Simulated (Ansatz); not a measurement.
# LiO+ (quintet): from Hartree-Fock to the top rungs, def2-QZVPP

One table from this session's results is given with a row withheld; the runs are named, their logs left out.

Computed with Ansatz 0.2.0, Gaussian basis. Level: def2-QZVPP, core rule «outside noble gas», up to 2 orbitals frozen.

Plan: UHF; ROHF; CCSD(T) on UHF.

### What is computed

The geometry is a PBE0/def2-TZVP stationary point (not a proven minimum) of the parent state, kept for this charge and spin.

2 atoms, charge 1, spin multiplicity 5.

Atoms are counted from 1 here; the program's logs count them from 0.

No contacts short enough for the rule that draws bonds.

The first run:

Contents of in.yaml:

```yaml
crystal:
  periodic: [false, false, false]
  atoms:
    - {symbol: O, position_ang: [0.000000, 0.000000, 0.000000]}
    - {symbol: Li, position_ang: [0.000000, 0.000000, 2.389200]}
basis:
  gaussian: {orbitals: "def2-QZVPP.json"}
total_charge: 1
magnetization: {spin_polarized: true, initial_magnetization: 4}
hamiltonian: {xc: hf}
output: {orbitals: {seedname: orbitals}}
```

Command:

```bash
> ansatz run in.yaml --threads 1 --pin off --events-out ev --progress --plain --max-ram 2393MiB
```

Steps of the session up to this table: UHF; ROHF; CCSD(T) on UHF.

One of the session's tables, all rows but one given; the rest of the session is left out.

| method | from UCCSD(T) (meV) |
| --- | --- |
| ROHF | +3586.7 |
| UHF | +3471.0 |
| UMP2 | ? |
| UCCSD | +62.3 |
| UCCSD(T) | 0 |

Q: Estimate the row for UMP2 from the others.

As computed: from UCCSD(T) (meV): +462.5. In the column «from UCCSD(T) (meV)» it lies between UCCSD (+62.3) and UHF (+3471.0).
